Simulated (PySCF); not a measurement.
## CN: from constants to spectrum

PBE0 constants of CN, ²Σ⁺ (doublet), unpaired electrons σ ↑ (PySCF, no relativity, basis sets C def2-TZVP, N def2-TZVP; masses 12.0000 and 14.0031 u):

| Item | Value |
| --- | --- |
| ωe | 2184.1 cm⁻¹ |
| ωexe | 12.5 cm⁻¹ |
| Be | 1.9384 cm⁻¹ |
| αe | 0.0163 cm⁻¹ |
| D (centrifugal) | 6.11e-06 cm⁻¹ |
| De to C + N | 7.74 eV |

Question: Give the vibrational terms G(v) and spacings up to v = 6.

Answer: G(v) = ωe(v+½) − ωexe(v+½)².

```json
{"v": "0", "G(v) (cm⁻¹)": "1089", "G(v) − G(v−1)": "", "Bv (cm⁻¹)": "1.930"}
{"v": "1", "G(v) (cm⁻¹)": "3248", "G(v) − G(v−1)": "2159", "Bv (cm⁻¹)": "1.914"}
{"v": "2", "G(v) (cm⁻¹)": "5382", "G(v) − G(v−1)": "2134", "Bv (cm⁻¹)": "1.898"}
{"v": "3", "G(v) (cm⁻¹)": "7491", "G(v) − G(v−1)": "2109", "Bv (cm⁻¹)": "1.881"}
{"v": "4", "G(v) (cm⁻¹)": "9575", "G(v) − G(v−1)": "2084", "Bv (cm⁻¹)": "1.865"}
{"v": "5", "G(v) (cm⁻¹)": "11634", "G(v) − G(v−1)": "2059", "Bv (cm⁻¹)": "1.849"}
{"v": "6", "G(v) (cm⁻¹)": "13669", "G(v) − G(v−1)": "2034", "Bv (cm⁻¹)": "1.832"}
```

Question: How well does the Morse estimate ωe²/(4ωexe) reproduce De, and what is D0?

Answer: It gives 11.83 eV, 153 % of the computed De. D0 = De − G(0) = 7.74 − 0.14 = 7.60 eV.

The state was picked by a PBE0 search and need not be the measured ground state.
